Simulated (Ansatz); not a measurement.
Multireference treatment of CH₃N₂, doublet

Calculated in Ansatz's Gaussian-basis code. Basis cc-pVTZ, nonrelativistic, 3 orbitals frozen in the corrections. State-specific CASSCF; RHF is the lowest restricted (open-shell) Hartree–Fock solution met. On stretched bonds single-reference methods can fail or change state. No symmetry is imposed, so a solution can break that of the shape. Lower solutions, or ones in other orbitals, may exist.

Geometry:

```tsv
atom	x (Å)	y (Å)	z (Å)
C	0.0000	-1.0047	-0.4257
N	0.0000	0.3162	-0.4364
N	0.0000	0.9531	0.7109
H	0.0000	-1.5793	0.5109
H	0.0000	-1.5326	-1.3747
H	0.0000	0.2547	1.4959
```

Task: What do CASSCF and its corrections give against RHF in CAS(3,3), and what are the occupations?

Result: CASSCF -1.255 eV, SC-NEVPT2 -15.222 eV; occupations 1.89, 1.00, 0.11.

Task: How do single-reference totals in the same basis and frozen core stand against SC-NEVPT2 in CAS(3,3)?

Result: CCSD(T) -1.265 eV. Coupled cluster stands on the determinant that it favours, which can lie over the RHF solution above, and is in doubt where the occupations are far from 0, 1 and 2.

Task: Roughly how much CPU time does a whole run from the default start take (median of such runs, summed over threads; nearly all runs on one pinned thread of a shared server, mostly Xeon at 2.3 to 2.6 GHz, by a development driver)?

Result: CAS(3,3): about 35 s. Other jobs ran beside these, and the count of passes differs.
